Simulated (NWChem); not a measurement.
System: Cl, doublet

Parts of the log:

```
             Northwest Computational Chemistry Package (NWChem) 7.3.0
             --------------------------------------------------------

                             Geometry "geometry" -> ""
                             -------------------------

 Output coordinates in angstroms (scale by  1.889725989 to convert to a.u.)

  No.       Tag          Charge          X              Y              Z
 ---- ---------------- ---------- -------------- -------------- --------------
    1 Cl                  17.0000     0.00000000     0.00000000     0.00000000

 Effective nuclear repulsion energy (a.u.)       0.0000000000

                                 NWChem DFT Module
                                 -----------------

 Summary of "ao basis" -> "ao basis" (spherical)
 ------------------------------------------------------------------------------
       Tag                 Description            Shells   Functions and Types
 ---------------- ------------------------------  ------  ---------------------
 Cl                       aug-cc-pvtz               16       50   6s5p3d2f

            General Information
            -------------------
          SCF calculation type: DFT
          Wavefunction type:  spin polarized.
          No. of atoms     :     1
          No. of electrons :    17
           Alpha electrons :     9
            Beta electrons :     8
          Charge           :     0
          Spin multiplicity:     2
          Use of symmetry is: off; symmetry adaption is: off
          Maximum number of iterations: 150
          AO basis - number of functions:    50
                     number of shells:    16
          Convergence on energy requested:  1.00D-06
          Convergence on density requested:  1.00D-05
          Convergence on gradient requested:  5.00D-04

              XC Information
              --------------
                         PBE0 Method XC Functional
                     Hartree-Fock (Exact) Exchange  0.250
          PerdewBurkeErnzerhof Exchange Functional  0.750
            Perdew 1991 LDA Correlation Functional  1.000 local
           PerdewBurkeErnz. Correlation Functional  1.000 non-local

             Grid Information
             ----------------
          Grid used for XC integration:  medium
          Radial quadrature: Mura-Knowles
          Angular quadrature: Lebedev.
          Tag              B.-S. Rad. Rad. Pts. Rad. Cut. Ang. Pts.
          ---              ---------- --------- --------- ---------
          Cl                  1.00       88           8.0       590
          Grid pruning is: on
          Number of quadrature shells:    88
          Spatial weights used:  Erf1

      Superposition of Atomic Density Guess
      -------------------------------------

 Sum of atomic energies:        -459.48661134

      Non-variational initial energy
      ------------------------------

 Total energy =    -459.280998
 1-e energy   =    -634.872072
 2-e energy   =     175.591075
 HOMO         =      -0.427396
 LUMO         =       0.113646

     ---------------------------------------------
      Total Density - Mulliken Population Analysis
     ---------------------------------------------

    Atom       Charge   Shell Charges
 -----------   ------   -------------------------------------------------------
    1 Cl  17    17.00   2.00  1.88  1.22  0.20  0.69  0.01  5.82  2.70  1.01  1.43  0.04  0.00  0.00  0.00  0.00  0.00

     --------------------------------------------
      Spin Density - Mulliken Population Analysis
     --------------------------------------------

    Atom       Charge   Shell Charges
 -----------   ------   -------------------------------------------------------
    1 Cl  17     1.00  -0.00  0.00 -0.00 -0.00 -0.00 -0.00 -0.00  0.54  0.17  0.28  0.01  0.00  0.00  0.00  0.00 -0.00

   convergence    iter        energy       DeltaE   RMS-Dens  Diis-err
 ---------------- ----- ----------------- --------- --------- ---------
 d= 0,ls=0.0,diis     1   -459.9960385535 -4.60D+02  2.23D-03  5.07D-02
                                                     1.54D-03  3.81D-02
 d= 0,ls=0.0,diis     2   -460.0047232736 -8.68D-03  7.08D-04  1.70D-03
                                                     7.67D-04  2.01D-03
 d= 0,ls=0.0,diis     3   -460.0055110405 -7.88D-04  2.58D-04  6.82D-04
                                                     2.13D-04  5.46D-04
 d= 0,ls=0.0,diis     4   -460.0057512655 -2.40D-04  2.92D-05  3.35D-06
                                                     1.96D-05  3.85D-06
 d= 0,ls=0.0,diis     5   -460.0057539852 -2.72D-06  2.40D-06  3.70D-08
                                                     3.25D-06  5.68D-08
 d= 0,ls=0.0,diis     6   -460.0057540138 -2.86D-08  8.15D-08  4.43D-11
                                                     8.89D-08  1.95D-11

         Total DFT energy =     -460.005754013830
      One electron energy =     -634.886318579204
           Coulomb energy =      202.913463419882
    Exchange-Corr. energy =      -28.032898854507
 Nuclear repulsion energy =        0.000000000000

 Numeric. integr. density =       17.000000000521

                    DFT Final Alpha Molecular Orbital Analysis
                    ------------------------------------------

 Vector    7  Occ=1.000000D+00  E=-4.288775D-01
              MO Center= -1.9D-16, -3.5D-16,  8.8D-16, r^2= 1.1D+00
   Bfn.  Coefficient  Atom+Function         Bfn.  Coefficient  Atom+Function
  ----- ------------  ---------------      ----- ------------  ---------------
    12      0.552025  1 Cl pz                18      0.273276  1 Cl pz
    15      0.249282  1 Cl pz                11      0.231066  1 Cl py
    17      0.114387  1 Cl py                14      0.104344  1 Cl py
    10     -0.097612  1 Cl px                16     -0.048322  1 Cl px
    13     -0.044079  1 Cl px

[...]
```

Level: PBE0/aug-cc-pVTZ, spin-unrestricted. The open p shell is one determinant without spherical averaging. No stability test was run on the SCF state.

Q: Reconstruct the input file.

A: Several could match; the one computed here: the input that was run:
```
start job
memory heap 200 mb stack 900 mb global 1100 mb
geometry units angstroms noautoz
  Cl     0.000000     0.000000     0.000000
end
basis spherical
  * library aug-cc-pvtz
end
dft
  odft
  mult 2
  xc pbe0
  iterations 150
  mulliken
end
task dft energy
```
